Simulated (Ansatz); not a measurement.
The input, for Ansatz 0.2.0:

```yaml
crystal:
  periodic: [false, false, false]
  atoms:
    - {symbol: Zr, position_ang: [0.000000, 0.000000, 0.000000]}
    - {symbol: C, position_ang: [0.000000, 0.000000, 2.091000]}
basis:
  gaussian: {orbitals: def2-TZVPP}
total_charge: 1
magnetization: {spin_polarized: false, initial_magnetization: 3}
correlation: {method: ccsdt_q, electrons: outside_noble_gas}
```

```sh
$ ansatz run in.yaml --threads 2 --pin off --events-out ev --progress --plain --max-ram 24576MiB --backend cuda --devices 0, --max-vram 18GiB
```

The program prints:

```
1080 factors; integrals over basis functions are off by at most 1.5e-7 eV
mean field evaluation 1: about -2273.9859 eV, gradient 4.7e1 eV
mean field evaluation 2: about -2274.1231 eV, gradient 4.7e1 eV
mean field evaluation 4: about -2280.9633 eV, gradient 2.3e1 eV
mean field evaluation 8: about -2283.7305 eV, gradient 1.2e0 eV
mean field evaluation 16: about -2283.7538 eV, gradient 7.0e-1 eV
mean field evaluation 32: about -2284.2169 eV, gradient 2.3e0 eV
mean field evaluation 64: about -2284.7199 eV, gradient 2.6e-6 eV
mean field evaluation 96: about -2284.1466 eV, gradient 2.4e0 eV
mean field evaluation 128: about -2283.7620 eV, gradient 1.5e-1 eV
mean field evaluation 160: about -2283.7607 eV, gradient 6.6e-1 eV
...
cycle  51  -5.74228963 eV  change    6.5e-7 eV  update   1.8e-6
cycle  52  -5.74229029 eV  change   -6.6e-7 eV  update   1.5e-6
cycle  53  -5.74229013 eV  change    1.6e-7 eV  update   1.3e-6
cycle  54  -5.74229044 eV  change   -3.1e-7 eV  update   1.1e-6
cycle  55  -5.74229085 eV  change   -4.2e-7 eV  update   9.2e-7
cycle  56  -5.74229155 eV  change   -7.0e-7 eV  update   7.5e-7
cycle  57  -5.74229185 eV  change   -2.9e-7 eV  update   5.9e-7
cycle  58  -5.74229237 eV  change   -5.2e-7 eV  update   4.0e-7
cycle  59  -5.74229258 eV  change   -2.1e-7 eV  update   3.0e-7
cycle  60  -5.74229294 eV  change   -3.6e-7 eV  update   2.4e-7
perturbative correction -0.04993447 eV, -0.0018350578 hartree
Total energy: -2290.51208753 eV, -84.1747666519 hartree
```

Ran on 2 threads of AMD EPYC 7R13 with a shared H100 80 GB, shared host: 75 s wall, 0.88 GiB peak host memory.
